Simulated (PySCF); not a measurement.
# Cl2O2S (Sulfuryl chloride): the cost of one run

Computed with PySCF 2.14.0, with density-fitted response routines of our own, on a single molecule in the gas phase. Atoms are numbered from 0 throughout.

**1. The starting structure**

5 atoms, charge 0, multiplicity 1; geometry from: GFN2-xTB. The atoms were then displaced at random by about 0.01 Å, so the start is not that level's minimum.

Bonds of the start (Å): O0–S1 1.42, S1–O2 1.41, S1–Cl3 2.07, S1–Cl4 2.04.

**2. Relaxing the molecule at PBE0-D3(BJ)/def2-SVP**

The job: settings as JSON, then the geometry in Å.

```
{"job": {"xc": "PBE0", "basis": "def2-SVP", "d3": "d3bj", "grid": 1, "shake": 0.01, "kind": "geom"}, "charge": 0, "multiplicity": 1}
O      0.023300    -0.996750    -1.205540
S     -0.009280    -0.241330     0.000970
O     -0.060050    -0.905960     1.245280
Cl     1.632120     1.026730    -0.006620
Cl    -1.552510     1.083340    -0.071990
```

The run is started by

```bash
$ OMP_NUM_THREADS=1 python probes_run.py task.json out
```

This one command runs all jobs of the session in turn.

Q: Estimate the wall time and peak memory of this first job on 1 thread of Intel Xeon 6975P-C, shared host.

About 11 s, with a peak of 0.36 GiB.
